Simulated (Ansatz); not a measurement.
Elements on the sites of an ideal fluorite lattice, at a guessed lattice constant:

```xyz
15
Lattice="-4.7740 0.0000 0.0000 -2.3870 4.7740 2.3870 -2.3870 2.3870 -4.7740" Properties=species:S:1:pos:R:3 pbc="T T T"
O    -5.9675    3.5805   -3.5805
O    -3.5805    3.5805   -1.1935
O    -5.9675    3.5805    1.1935
O    -5.9675    5.9675   -1.1935
O    -1.1935    1.1935   -1.1935
O    -8.3545    5.9675   -1.1935
O    -3.5805    1.1935   -1.1935
O    -3.5805    3.5805   -3.5805
O    -5.9675    3.5805   -1.1935
O    -3.5805    3.5805    1.1935
Ti    0.0000    0.0000    0.0000
Ti   -4.7740    2.3870   -2.3870
Ti   -4.7740    4.7740    0.0000
Sn   -2.3870    2.3870    0.0000
Sn   -7.1610    4.7740   -2.3870
```

Cell and atoms were relaxed without symmetry on coarser meshes and computed once more. Computed with DFT PBEsol, scalar-relativistic, plane waves, PAW (Ansatz 0.2.0).

Settings: cutoff 420 eV, Γ-centred mesh 6×4×4 on the computed 15-atom cell, Gaussian smearing of 0.02 eV; no spin polarisation.

The relaxation ran on 2×2×2 (shifted) and then 4×3×3 k points with a smearing of 0.1 eV, from sites shaken by 0.02 Å.

Task: What does the relaxation give?

Result: A volume of 11.07 Å³/atom and a gap on the mesh of 2.52 eV. It lies 2.48 eV/atom below the elements' standard states (static lattices, no corrections for gases). The atoms leave their sites by 0.67 Å (root mean square) and 0.92 Å at most, and the cell stretches by up to 15.7 % at fixed volume, so the lattice hasn't survived.

```
O Ti Sn
1.0
    -4.90173   -0.50572    0.03513
    -1.96271    5.40608    2.97495
    -2.16287    2.04158   -4.82715
O Ti Sn
10 3 2
Cartesian
  -5.0282 2.6444 -3.7598
  -3.3814 4.2442 -0.7531
  -5.4919 4.1726 1.9975
  -5.9961 5.3771 -0.3445
  -1.0446 0.6100 -1.1356
  -3.7542 6.7265 -0.3880
  -3.5771 1.3278 -1.1993
  -5.4446 1.4619 1.0990
  -5.9887 2.7300 -1.3470
  -3.2851 3.3297 1.5194
  -4.4979 -0.0074 0.1562
  -5.0255 1.3796 -2.4361
  -4.2933 5.0237 0.6740
  -2.2938 2.4086 0.0397
  -6.8243 4.4710 -2.0534
```

Cost: 2 runs of about 4.8 core-minutes in all (earlier runs that led there not counted), on Arm Neoverse V2 (shared hosts).